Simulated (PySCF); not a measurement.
Input of a run (PBE0-D3(BJ)/def2-SVP geometry optimisation, gas phase (PySCF 2.14.0)), started from GFN2-xTB:
```
{"job": {"xc": "PBE0", "basis": "def2-SVP", "d3": "d3bj", "grid": 1, "kind": "geom"}, "charge": 0, "multiplicity": 1}
C      0.154202    -1.238239    -0.900756
C     -0.415682    -0.131747    -0.017665
C     -1.757785    -0.572972     0.569156
C     -0.599185     1.147657    -0.833064
P      0.719337     0.268952     1.444039
P      2.522261     0.803983     0.383201
H     -0.513445    -1.419136    -1.742588
H      1.131256    -0.956913    -1.293611
H      0.259230    -2.167108    -0.342129
H     -2.462227    -0.800000    -0.229590
H     -1.634129    -1.463695     1.183247
H     -2.180734     0.213813     1.191014
H     -0.953439     1.960809    -0.199524
H      0.347183     1.447212    -1.286939
H     -1.325776     0.989311    -1.628723
H      1.138493    -1.052891     1.652496
H      3.273396     0.801765     1.557130
H      2.288281     2.175518     0.482649
```

Output (energies in Eh, forces in Eh/bohr):
```
step   0  E = -841.58353206  max force = 0.022507
step   1  E = -841.58785967  max force = 0.003410
step   2  E = -841.58796763  max force = 0.000690
step   3  E = -841.58799238  max force = 0.000583
step   4  E = -841.58802032  max force = 0.001032
step   5  E = -841.58804069  max force = 0.001049
step   6  E = -841.58805303  max force = 0.000509
step   7  E = -841.58805953  max force = 0.000238
optimisation converged
```

**Question.** Summarise the run.

**Answer.** The energy falls by 0.123 eV over 8 energy and gradient evaluations, the largest force component goes from 0.0225 to 2.4e-04 Eh/bohr, and the atoms move by 0.108 Å rms after alignment. The bond that changes most is P5–P6 (both ends three-coordinate phosphorus), which lengthens by 0.080 Å. Bonds longer at the end by more than 0.005 Å: 13 of 17; shorter: 0. Among the dihedrals that turn most is H16–P5–P6–H17, from -73° to -59°. The energy never rose by more than 1e-6 Eh on the way. The first step brought 96 % of the lowering.

**Question.** What are the final bond lengths?

**Answer.** C1–C2 1.525 Å, C2–C3 1.531 Å, C2–C4 1.529 Å, C2–P5 1.896 Å, P5–P6 2.239 Å, C1–H7 1.104 Å, C1–H8 1.101 Å, C1–H9 1.101 Å, C3–H10 1.103 Å, C3–H11 1.102 Å, C3–H12 1.101 Å, C4–H13 1.102 Å, C4–H14 1.103 Å, C4–H15 1.103 Å, P5–H16 1.432 Å, P6–H17 1.429 Å, P6–H18 1.430 Å. Numbering counts from 1 in the input's order; the species is `CC(C)(C)PP`.

The run used 152 basis functions and 50 SCF cycles in all. Time: 62 s wall; peak memory 0.69 GiB. Hardware: an Arm Neoverse V1 with one thread, no GPU, shared host with 32 logical CPUs at a one-minute load of 20.

No frequency check. One conformer, not necessarily the lowest.
